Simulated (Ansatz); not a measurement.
We consider cubic perovskite KTaO3, described by r²SCAN+SOC (Ansatz, a quantum-chemistry and plane-wave program, plane waves, PAW).

Numerical settings: plane-wave cutoff 560 eV, 8×8×8 k mesh, Fermi–Dirac smearing 0.01 eV, PAW data made under PBE.

Response to compression and expansion:

```tsv
V (Å³/atom)	P (GPa)	direct gap at Γ (eV)	smallest gap on the k mesh (eV)
11.931	14.83	3.167	2.645
12.185	9.35	3.137	2.591
12.439	4.42	3.103	2.536
12.693	0.00	3.065	2.482
12.947	-3.97	3.023	2.427
13.201	-7.53	2.979	2.373
13.455	-10.72	2.933	2.319
```

The fundamental gap (2.48 eV at the equilibrium volume, with added k points) lies elsewhere than Γ–Γ.

Measured, for comparison: band gap 3.64 eV (temperature not stated, no zero-point or thermal correction, indirect; as tabulated in Himmetoglu and Janotti (2016), arXiv:1601.06205).
